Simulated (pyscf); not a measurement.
# Atom transfer: F–In(F)–F + H• → HF + [F–In–F]•

Gas phase, doublet surface, charge 0. Bonds broken: F1–In2. Bonds formed: F1–H5. Structures and frequencies: ωB97X-D3(BJ)/def2-SVP in PySCF. Correlated levels are frozen-core, on RHF or UHF. ΔMP2 is the change of the MP2 total energy from the triple- to the quadruple-zeta basis.

Transition state (Å):

```xyz
5

F     -0.7693     0.1968     0.3155
In     0.6905     0.4049    -1.0601
F      2.4721     0.9511    -0.5069
F      0.3301     0.0659    -2.9399
H     -1.7925     0.0601     1.2870
```

One imaginary mode, 1578i cm⁻¹; descent along it reached the two sides named, in the forms told below.

```
bond    change  reactant side (Å)  saddle  product side
------  ------  -----------------  ------  ------------
F1–In2  breaks              1.934   2.017         2.346
F1–H5    forms                3.3   1.418         0.992
```

Electronic energies relative to the separated reactants (eV):

| level | barrier | reaction energy | reverse barrier |
|---|---|---|---|
| ωB97X-D3(BJ)/def2-TZVP | 0.51 | -1.43 | 1.95 |
| PBE/def2-TZVP | -0.05 | -1.62 | 1.56 |
| r²SCAN/def2-TZVP | 0.04 | -1.59 | 1.63 |
| B3LYP-D3(BJ)/def2-TZVP | 0.04 | -1.73 | 1.77 |
| PBE0-D3(BJ)/def2-TZVP | 0.20 | -1.61 | 1.81 |
| M06-2X/def2-TZVP | 0.41 | -1.60 | 2.01 |
| ωB97M-D3(BJ)/def2-TZVP | 0.42 | -1.57 | 1.99 |
| HF/def2-TZVP | 1.01 | -1.33 | 2.34 |
| MP2/def2-QZVPP | 0.65 | -1.46 | 2.12 |
| CCSD/def2-TZVPP | 0.58 | -1.65 | 2.23 |
| CCSD(T)/def2-TZVPP | 0.53 | -1.60 | 2.13 |
| CCSD(T)/def2-TZVPP + ΔMP2(QZVPP) | 0.53 | -1.58 | 2.11 |

With CCSD(T)/def2-TZVPP + ΔMP2(QZVPP) energies and thermal terms (ideal gas, 1 atm, RRHO with modes under 100 cm⁻¹ raised to 100, one conformer, R ln 2 for chiral ones without a mode under 150 cm⁻¹), in eV:

```json
[
 {"T (K)": "298", "ΔH‡": "0.51", "ΔG‡": "0.73", "ΔH": "-1.40", "ΔG": "-1.53"},
 {"T (K)": "600", "ΔH‡": "0.50", "ΔG‡": "0.96", "ΔH": "-1.44", "ΔG": "-1.64"},
 {"T (K)": "900", "ΔH‡": "0.49", "ΔG‡": "1.20", "ΔH": "-1.49", "ΔG": "-1.73"},
 {"T (K)": "1200", "ΔH‡": "0.47", "ΔG‡": "1.44", "ΔH": "-1.54", "ΔG": "-1.80"}
]
```

On the product side the descent ends in an adduct with a F–In contact (not fully relaxed), 0.60 eV under the separated species and 2.54 eV under the saddle at ωB97X-D3(BJ)/def2-TZVP. At PBE this geometry lies under the reactants; that is no barrier but a single point on another level's saddle; such a level's own saddle, if it has one, lies nearer that side and is low. What is counted as broken (F–In) persists as a longer contact in the product adduct; parting that adduct is a step of its own. This is the saddle that the search found; another between the same sides may lie lower. The angle at the transferred F is 180°. The CCSD(T) − MP2 part came from Ansatz, without density fitting, on the same reference. The frozen core leaves the outer d or s,p core shells of the metals and heavy elements correlated in the MP2 and CC values, and def2-TZVPP describes them poorly, which can shift differences by a few kcal/mol. Elements past Kr carry the def2 core potentials, without spin-orbit coupling.
